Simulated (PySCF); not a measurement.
## Working with the constants of BC⁺

PBE0 constants of BC⁺, ³Π (triplet), unpaired electrons σ ↑, π ↑, a second solution, started from another occupation (PySCF, no relativity, basis sets B aug-cc-pVDZ, C aug-cc-pVDZ; masses 11.0093 and 12.0000 u):

- ωe: 742.6 cm⁻¹
- ωexe: 19.7 cm⁻¹
- Be: 1.0388 cm⁻¹
- αe: 0.0272 cm⁻¹

Problem. What force constant and bond length do these constants imply?

Solution. Reduced mass μred = 5.7417 u; k = 5.8918×10⁻⁷·μred·ωe² (u, cm⁻¹, mdyn/Å) = 1.87 mdyn/Å; Re = √(16.8576/(μred·Be)) (u, cm⁻¹, Å) = 1.681 Å.

Problem. Estimate the centrifugal constant D from the Kratzer relation and find the Dunham coefficient a1.

Solution. D = 4Be³/ωe² = 8.13e-06 cm⁻¹; a1 = −1 − αeωe/(6Be²) = -4.12.

For an ion De counts to the pair picked by the measured ionisation energies or electron affinities, which need not be the lowest pair at this level.
